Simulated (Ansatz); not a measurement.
# O₂+ (quartet): geometry and frequencies at several levels, part 1 of 2

The task, for O₂+ (quartet): geometry and frequencies at several levels. Charge +1. Spin multiplicity 4.

Method: the levels named in each step, in Ansatz 0.2.0.

## 1. The starting structure

Bond lengths: O1–O2 1.187 Å.

Coordinates:

```xyz
2

O     0.0000    0.0000    0.0000
O     0.0000    0.0000    1.1866
```

## 2. A rough first relaxation, PBE-D4/def2-SVP

This run stands in another session on the same molecule. It ended at:

```xyz
2

O     0.0000    0.0000   -0.1003
O     0.0000    0.0000    1.2869
```

## 3. Relaxation, PBE0-D4/def2-TZVPP

This run stands in another session on the same molecule. It ended at:

```xyz
2

O     0.0000    0.0000   -0.0794
O     0.0000    0.0000    1.2661
```

## 4. Frequencies, PBE0-D4/def2-TZVPP

input.yaml reads:

```yaml
crystal:
  periodic: [false, false, false]
  atoms:
    - { symbol: O, position_ang: [0.0, 0.0, -0.07943091] }
    - { symbol: O, position_ang: [0.0, 0.0, 1.26607091] }
magnetization:
  spin_polarized: true
  initial_magnetization: 3
total_charge: 1
basis:
  gaussian: { orbitals: def2-TZVPP }
hamiltonian:
  xc: pbe0
  dispersion: d4
phonons: {}
```

Run with:

```console
ansatz run input.yaml --threads 1 --pin off --max-ram 2560MiB --backend cpu --events-out ev --progress --plain --runs-dir out
```

What it wrote, shortened:

```text
Warning: RAYON_NUM_THREADS=1 ignored (pool sized by the plan → 1); use --threads N
[...]
Functional definition: PBE0
[...]
302 factors; their error is unknown
[...]
mean field -4072.02721255 eV, -149.6442399421 hartree, gradient 5.6e-6 eV, S^2 3.760380; 0 other end points of the search recorded, 0 dependent functions left out
[...]
reference -4072.02722184 eV, -149.6442402836 hartree; 9, 6 occupied and 53, 56 virtual orbitals, 302 factors
[...]
302 factors; their error is unknown
[...]
mean field -4072.02721255 eV, -149.6442399421 hartree, gradient 7.6e-7 eV, S^2 3.760380; 0 other end points of the search recorded, 0 dependent functions left out
[...]
reference -4072.02722184 eV, -149.6442402836 hartree; 9, 6 occupied and 53, 56 virtual orbitals, 302 factors
[...]
302 factors; their error is unknown
mean field -4072.02721255 eV, -149.6442399421 hartree, gradient 7.6e-7 eV, S^2 3.760380; 0 other end points of the search recorded, 0 dependent functions left out
[...]
reference -4072.02722184 eV, -149.6442402836 hartree; 9, 6 occupied and 53, 56 virtual orbitals, 302 factors
[...]
302 factors; their error is unknown
[...]
mean field -4072.02721255 eV, -149.6442399421 hartree, gradient 8.4e-7 eV, S^2 3.760380; 0 other end points of the search recorded, 0 dependent functions left out
[...]
reference -4072.02722184 eV, -149.6442402836 hartree; 9, 6 occupied and 53, 56 virtual orbitals, 302 factors
[...]
302 factors; their error is unknown
mean field -4072.02721255 eV, -149.6442399421 hartree, gradient 8.4e-7 eV, S^2 3.760380; 0 other end points of the search recorded, 0 dependent functions left out
[...]
reference -4072.02722184 eV, -149.6442402836 hartree; 9, 6 occupied and 53, 56 virtual orbitals, 302 factors
[...]
302 factors; their error is unknown
mean field -4072.02707035 eV, -149.6442347162 hartree, gradient 7.8e-7 eV, S^2 3.760375; 0 other end points of the search recorded, 0 dependent functions left out
[...]
reference -4072.02707964 eV, -149.6442350577 hartree; 9, 6 occupied and 53, 56 virtual orbitals, 302 factors
[...]
302 factors; their error is unknown
mean field -4072.02707176 eV, -149.6442347682 hartree, gradient 7.5e-7 eV, S^2 3.760386; 0 other end points of the search recorded, 0 dependent functions left out
[...]
reference -4072.02708106 eV, -149.6442351097 hartree; 9, 6 occupied and 53, 56 virtual orbitals, 302 factors
Total energy: -4072.03119868 eV, -149.6443864297 hartree
Atom 0 at     0.000000     0.000000    -0.079431 Å, force    -0.000000     0.000000     0.000023 eV/Å
Atom 1 at     0.000000     0.000000     1.266071 Å, force     0.000000    -0.000000    -0.000023 eV/Å
Dipole moment:     0.000000    -0.000000     0.000000 e Å
Vibrations: 1240.66 cm⁻¹, zero-point energy 0.076911 eV
```

It took 8.2 s on 1 thread of Intel Xeon at 2.50GHz (Skylake/Cascade Lake), shared host; peak memory 0.11 GiB.

Harmonic frequencies (cm⁻¹; negative: imaginary): 1241.

## 5. Relaxation, PBE-D4/def2-TZVPP

Changes to input.yaml since step 4:

```diff
@@ -12,4 +12,6 @@
 hamiltonian:
-  xc: pbe0
+  xc: pbe
   dispersion: d4
-phonons: {}
+relax:
+  f_tol: 0.002
+  max_steps: 150
```

Run with:

```console
ansatz run input.yaml --threads 1 --pin off --max-ram 2560MiB --backend cpu --events-out ev --progress --plain --runs-dir out
```

What it wrote, shortened:

```text
Warning: RAYON_NUM_THREADS=1 ignored (pool sized by the plan → 1); use --threads N
[...]
Functional definition: PBE
[...]
302 factors; their error is unknown
[...]
mean field -4072.25146038 eV, -149.6524808977 hartree, gradient 6.5e-6 eV, S^2 3.755952; 1 other end points of the search recorded, 0 dependent functions left out
[...]
reference -4072.25147233 eV, -149.6524813371 hartree; 9, 6 occupied and 53, 56 virtual orbitals, 302 factors
relax step   1: F+E_penalty+E_count = -4072.25639128 eV  Δ(F+E_penalty+E_count) = +0.000e0 eV  max|allowed force component| = 1.778e0 eV/Å  Δτ_max = 0.0000 Å  (42 SCF iters, accepted)
[...]
relax step   4: F+E_penalty+E_count = -4072.29390830 eV  Δ(F+E_penalty+E_count) = -5.435e-5 eV  max|allowed force component| = 4.401e-3 eV/Å  Δτ_max = 0.0009 Å  (31 SCF iters, accepted)
[...]
relax step   5: F+E_penalty+E_count = -4072.29390857 eV  Δ(F+E_penalty+E_count) = -2.742e-7 eV  max|allowed force component| = 1.080e-5 eV/Å  Δτ_max = 0.0001 Å  (30 SCF iters, accepted)
302 factors; their error is unknown
[...]
mean field -4072.28897933 eV, -149.6538596937 hartree, gradient 1.5e-5 eV, S^2 3.755898; 2 other end points of the search recorded, 0 dependent functions left out
[...]
reference -4072.28899130 eV, -149.6538601337 hartree; 9, 6 occupied and 53, 56 virtual orbitals, 302 factors
Total energy: -4072.29392055 eV, -149.6540412801 hartree
Atom 0 at    -0.000000     0.000000    -0.101489 Å, force    -0.000000    -0.000000     0.000011 eV/Å
Atom 1 at     0.000000    -0.000000     1.288129 Å, force     0.000000     0.000000    -0.000011 eV/Å
Dipole moment:     0.000000    -0.000000    -0.000000 e Å
```

It took 9.7 s on 1 thread of Intel Xeon at 2.50GHz (Skylake/Cascade Lake), shared host; peak memory 0.1 GiB.

The steps of the relaxation:

| step | energy from step 1 (eV) | largest force component (eV/Å) |
| --- | --- | --- |
| 1 | 0.0000 | 1.7777 |
| 2 | -0.0306 | 0.7243 |
| 3 | -0.0375 | 0.0623 |
| 4 | -0.0375 | 0.0044 |
| 5 | -0.0375 | 0.0000 |

Step 1 is the start.

Before: Bond lengths: O1–O2 1.346 Å.

After: Bond lengths: O1–O2 1.390 Å.

## 6. Frequencies, PBE-D4/def2-TZVPP

input.yaml reads:

```yaml
crystal:
  periodic: [false, false, false]
  atoms:
    - { symbol: O, position_ang: [0.0, 0.0, -0.10148859] }
    - { symbol: O, position_ang: [0.0, 0.0, 1.28812859] }
magnetization:
  spin_polarized: true
  initial_magnetization: 3
total_charge: 1
basis:
  gaussian: { orbitals: def2-TZVPP }
hamiltonian:
  xc: pbe
  dispersion: d4
phonons: {}
```

Run with:

```console
ansatz run input.yaml --threads 1 --pin off --max-ram 2560MiB --backend cpu --events-out ev --progress --plain --runs-dir out
```

What it wrote, shortened:

```text
Warning: RAYON_NUM_THREADS=1 ignored (pool sized by the plan → 1); use --threads N
[...]
[... 1 set-up line as earlier in the session ...]
[...]
302 factors; their error is unknown
[...]
mean field -4072.28897933 eV, -149.6538596937 hartree, gradient 5.8e-6 eV, S^2 3.755898; 1 other end points of the search recorded, 0 dependent functions left out
[...]
reference -4072.28899130 eV, -149.6538601337 hartree; 9, 6 occupied and 53, 56 virtual orbitals, 302 factors
[...]
302 factors; their error is unknown
mean field -4072.28897933 eV, -149.6538596937 hartree, gradient 2.7e-6 eV, S^2 3.755898; 0 other end points of the search recorded, 0 dependent functions left out
[...]
reference -4072.28899130 eV, -149.6538601337 hartree; 9, 6 occupied and 53, 56 virtual orbitals, 302 factors
[...]
302 factors; their error is unknown
[...]
reference -4072.28899130 eV, -149.6538601337 hartree; 9, 6 occupied and 53, 56 virtual orbitals, 302 factors
[...]
302 factors; their error is unknown
mean field -4072.28886844 eV, -149.6538556187 hartree, gradient 2.7e-6 eV, S^2 3.755902; 0 other end points of the search recorded, 0 dependent functions left out
[...]
reference -4072.28888041 eV, -149.6538560587 hartree; 9, 6 occupied and 53, 56 virtual orbitals, 302 factors
[...]
302 factors; their error is unknown
[...]
mean field -4072.28886967 eV, -149.6538556638 hartree, gradient 2.7e-6 eV, S^2 3.755895; 0 other end points of the search recorded, 0 dependent functions left out
[...]
reference -4072.28888164 eV, -149.6538561039 hartree; 9, 6 occupied and 53, 56 virtual orbitals, 302 factors
Total energy: -4072.29392055 eV, -149.6540412801 hartree
Atom 0 at     0.000000     0.000000    -0.101489 Å, force    -0.000000    -0.000000     0.000010 eV/Å
Atom 1 at     0.000000     0.000000     1.288129 Å, force     0.000000     0.000000    -0.000010 eV/Å
Dipole moment:    -0.000000     0.000000    -0.000000 e Å
Vibrations: 1095.25 cm⁻¹, zero-point energy 0.067897 eV
```

Run time: 8.1 s. Hardware: 1 thread of Intel Xeon at 2.50GHz (Skylake/Cascade Lake), shared host; peak memory 0.1 GiB.

Harmonic frequencies (cm⁻¹; negative: imaginary): 1095.

## 7. Relaxation, r2SCAN-D4/def2-TZVPP

input.yaml reads:

```yaml
crystal:
  periodic: [false, false, false]
  atoms:
    - { symbol: O, position_ang: [0.0, 0.0, -0.07943091] }
    - { symbol: O, position_ang: [0.0, 0.0, 1.26607091] }
magnetization:
  spin_polarized: true
  initial_magnetization: 3
total_charge: 1
basis:
  gaussian: { orbitals: def2-TZVPP }
hamiltonian:
  xc: r2scan
  dispersion: d4
relax:
  f_tol: 0.002
  max_steps: 150
```

Run with:

```console
ansatz run input.yaml --threads 1 --pin off --max-ram 2560MiB --backend cpu --events-out ev --progress --plain --runs-dir out
```

What it wrote, shortened:

```text
Warning: RAYON_NUM_THREADS=1 ignored (pool sized by the plan → 1); use --threads N
[...]
Functional definition: r2SCAN
[...]
302 factors; their error is unknown
[...]
mean field -4074.56160943 eV, -149.7373773095 hartree, gradient 5.4e-5 eV, S^2 3.762766; 2 other end points of the search recorded, 0 dependent functions left out
[...]
reference -4074.56161316 eV, -149.7373774465 hartree; 9, 6 occupied and 53, 56 virtual orbitals, 302 factors
relax step   1: F+E_penalty+E_count = -4074.56273464 eV  Δ(F+E_penalty+E_count) = +0.000e0 eV  max|allowed force component| = 9.906e-1 eV/Å  Δτ_max = 0.0000 Å  (72 SCF iters, accepted)
[...]
relax step   3: F+E_penalty+E_count = -4074.57401128 eV  Δ(F+E_penalty+E_count) = -1.827e-3 eV  max|allowed force component| = 1.813e-2 eV/Å  Δτ_max = 0.0045 Å  (34 SCF iters, accepted)
[...]
relax step   4: F+E_penalty+E_count = -4074.57401542 eV  Δ(F+E_penalty+E_count) = -4.139e-6 eV  max|allowed force component| = 2.756e-4 eV/Å  Δτ_max = 0.0002 Å  (37 SCF iters, accepted)
302 factors; their error is unknown
[...]
mean field -4074.57289020 eV, -149.7377918701 hartree, gradient 1.8e-5 eV, S^2 3.762751; 2 other end points of the search recorded, 0 dependent functions left out
[...]
reference -4074.57289394 eV, -149.7377920076 hartree; 9, 6 occupied and 53, 56 virtual orbitals, 302 factors
Total energy: -4074.57401916 eV, -149.7378333587 hartree
Atom 0 at    -0.000000    -0.000000    -0.091080 Å, force    -0.000000     0.000000    -0.000276 eV/Å
Atom 1 at     0.000000     0.000000     1.277720 Å, force     0.000000    -0.000000     0.000276 eV/Å
Dipole moment:    -0.000000     0.000000     0.000000 e Å
```

Run time: 18 s. Hardware: 1 thread of Intel Xeon at 2.50GHz (Skylake/Cascade Lake), shared host; peak memory 0.12 GiB.

Step by step:

```csv
step,energy from step 1 (eV),largest force component (eV/Å)
1,0.0000,0.9906
2,-0.0094,0.3884
3,-0.0113,0.0181
4,-0.0113,0.0003
```

Step 1 is the start.

Before: Bond lengths: O1–O2 1.346 Å.

After: Bond lengths: O1–O2 1.369 Å.

## 8. Frequencies, r2SCAN-D4/def2-TZVPP

input.yaml reads:

```yaml
crystal:
  periodic: [false, false, false]
  atoms:
    - { symbol: O, position_ang: [0.0, 0.0, -0.09108021] }
    - { symbol: O, position_ang: [0.0, 0.0, 1.27772021] }
magnetization:
  spin_polarized: true
  initial_magnetization: 3
total_charge: 1
basis:
  gaussian: { orbitals: def2-TZVPP }
hamiltonian:
  xc: r2scan
  dispersion: d4
phonons: {}
```

Run with:

```console
ansatz run input.yaml --threads 1 --pin off --max-ram 2560MiB --backend cpu --events-out ev --progress --plain --runs-dir out
```

What it wrote, shortened:

```text
Warning: RAYON_NUM_THREADS=1 ignored (pool sized by the plan → 1); use --threads N
[...]
[... 1 set-up line as earlier in the session ...]
[...]
302 factors; their error is unknown
[...]
mean field -4074.57289020 eV, -149.7377918701 hartree, gradient 7.9e-6 eV, S^2 3.762751; 1 other end points of the search recorded, 0 dependent functions left out
[...]
reference -4074.57289394 eV, -149.7377920076 hartree; 9, 6 occupied and 53, 56 virtual orbitals, 302 factors
[...]
302 factors; their error is unknown
[...]
mean field -4074.57289020 eV, -149.7377918701 hartree, gradient 2.5e-6 eV, S^2 3.762751; 0 other end points of the search recorded, 0 dependent functions left out
[...]
reference -4074.57289394 eV, -149.7377920076 hartree; 9, 6 occupied and 53, 56 virtual orbitals, 302 factors
[...]
302 factors; their error is unknown
[...]
reference -4074.57289394 eV, -149.7377920076 hartree; 9, 6 occupied and 53, 56 virtual orbitals, 302 factors
[...]
302 factors; their error is unknown
[...]
mean field -4074.57276494 eV, -149.7377872670 hartree, gradient 3.0e-6 eV, S^2 3.762754; 0 other end points of the search recorded, 0 dependent functions left out
[...]
reference -4074.57276868 eV, -149.7377874044 hartree; 9, 6 occupied and 53, 56 virtual orbitals, 302 factors
[...]
302 factors; their error is unknown
mean field -4074.57276756 eV, -149.7377873631 hartree, gradient 2.9e-6 eV, S^2 3.762748; 0 other end points of the search recorded, 0 dependent functions left out
[...]
reference -4074.57277130 eV, -149.7377875006 hartree; 9, 6 occupied and 53, 56 virtual orbitals, 302 factors
Total energy: -4074.57401916 eV, -149.7378333587 hartree
Atom 0 at     0.000000     0.000000    -0.091080 Å, force     0.000000     0.000000    -0.000276 eV/Å
Atom 1 at     0.000000     0.000000     1.277720 Å, force    -0.000000    -0.000000     0.000276 eV/Å
Dipole moment:    -0.000000     0.000000    -0.000000 e Å
Vibrations: 1161.16 cm⁻¹, zero-point energy 0.071983 eV
```

Run time: 14 s. Hardware: 1 thread of Intel Xeon at 2.50GHz (Skylake/Cascade Lake), shared host; peak memory 0.12 GiB.

Harmonic frequencies (cm⁻¹; negative: imaginary): 1161.

(Continued in part 2 of 2.)
